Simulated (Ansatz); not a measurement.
2H WSe2 was calculated with PBE-D3(BJ) in Ansatz (PAW).

Run with plane-wave cutoff 520 eV, 12×12×4 k mesh (along the axes of the cell as run), no spin polarisation, scalar-relativistic PAW data made under PBE.

Cell (relaxed at this level):

```cif
data_Se4W2
_chemical_formula_sum 'W2 Se4'
_space_group_name_H-M_alt 'P63/mmc'
_space_group_IT_number 194
_space_group_name_Hall '-P 6c 2c'
_cell_length_a 3.27897
_cell_length_b 3.27897
_cell_length_c 12.78606
_cell_angle_alpha 90.000
_cell_angle_beta 90.000
_cell_angle_gamma 120.000
loop_
_atom_site_label
_atom_site_type_symbol
_atom_site_symmetry_multiplicity
_atom_site_Wyckoff_symbol
_atom_site_fract_x
_atom_site_fract_y
_atom_site_fract_z
_atom_site_occupancy
W1 W 2 c 0.33333 0.66667 0.25000 1
Se1 Se 4 f 0.66667 0.33333 0.11827 1
```

Question: What does this level give for the elastic constant C11, elastic constant C66, Voigt–Reuss–Hill shear modulus (Hill average), elastic constant C44, elastic constant C12, elastic constant C13 and elastic constant C33?

Answer: 
elastic constant C11: 201 GPa
elastic constant C66: 82.2 GPa
Voigt–Reuss–Hill shear modulus (Hill average): 44.9 GPa
elastic constant C44: 23.3 GPa
elastic constant C12: 37.0 GPa
elastic constant C13: 12.9 GPa
elastic constant C33: 67.6 GPa

Note: the dispersion coefficients are held fixed in the derivatives.

Elastic constants are with the ions relaxed.

Spin–orbit coupling is not included.

Computing time: roughly 40 core-minutes.

Ansatz is a program for electronic structure.
